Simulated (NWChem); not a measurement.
# C2H3F; SMILES FC=C

Computed with NWChem. Pople sets run with spherical d functions. The geometry was optimised at PBE0/def2-SVP. Total energies compare along this basis series because the functional is fixed.

```tsv
level	basis functions	energy (Ha)	highest occupied level (eV)	orbital gap (eV)	dipole (D)
B3LYP/STO-3G	18	-175.4041	-4.56	8.09	0.44
B3LYP/3-21G	33	-176.8531	-7.02	7.74	1.18
B3LYP/6-31G*	48	-177.8166	-7.03	7.68	1.15
B3LYP/6-31+G*	60	-177.8324	-7.45	7.35	1.43
B3LYP/def2-SVP	57	-177.6904	-7.30	7.59	1.22
B3LYP/def2-SVPD	87	-177.7054	-7.55	7.41	1.35
B3LYP/def2-TZVP	111	-177.9052	-7.47	7.43	1.30
B3LYP/6-311++G**	87	-177.8841	-7.54	7.32	1.44
B3LYP/aug-cc-pVTZ	207	-177.9013	-7.52	7.28	1.30
```
